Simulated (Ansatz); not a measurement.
A made-up structure of LiSiH3S, closed shell:

Li1  (-0.819, -1.143, 1.441)
S2  (-1.391, -0.993, -0.658)
Si3  (0.202, 0.284, -0.361)
H4  (1.482, -0.034, -1.051)
H5  (-1.407, -1.801, 2.763)
H6  (0.570, 0.142, 1.138)
(Å)

It is relaxed with PBE-D4/def2-SVP and then PBE0-D4/def2-TZVP (Ansatz 0.2.0). Atoms count as bonded within 1.22 times the sum of their covalent radii (H–H: 0.88 Å). The end point is not checked to be a true minimum.

**Question.** Does its bonding change? (Judge from chemistry; the calculation decides.)

**Answer.** Computed: Yes. Formed: Si3–H5; broken: Li1–H6.

Where it ends: The first stage lowers the energy by 3.48 eV in 25 steps. It ends as LiSiH₃S ([H]1[Li]2[S][SiH2]12):
```
6
angstrom
Li -1.9782 -1.3878 1.1377
S -0.9433 -1.6533 -0.7634
Si 0.2086 -0.3938 0.3956
H 0.3734 1.0126 -0.0644
H -0.5653 -0.2369 1.7292
H 1.5424 -0.8864 0.8374
```

Labels in which every atom is bracketed show which atoms are joined, not bond orders.

For scale, one of the runs: PBE0-D4/def2-TZVP relaxation, 106 basis functions, launched by `ansatz run in.yaml --threads 2 --pin off --events-out ev --progress --plain --max-ram 4352MiB`. The run took about 11 s on 2 CPU threads of an Arm Neoverse V1 (shared host).
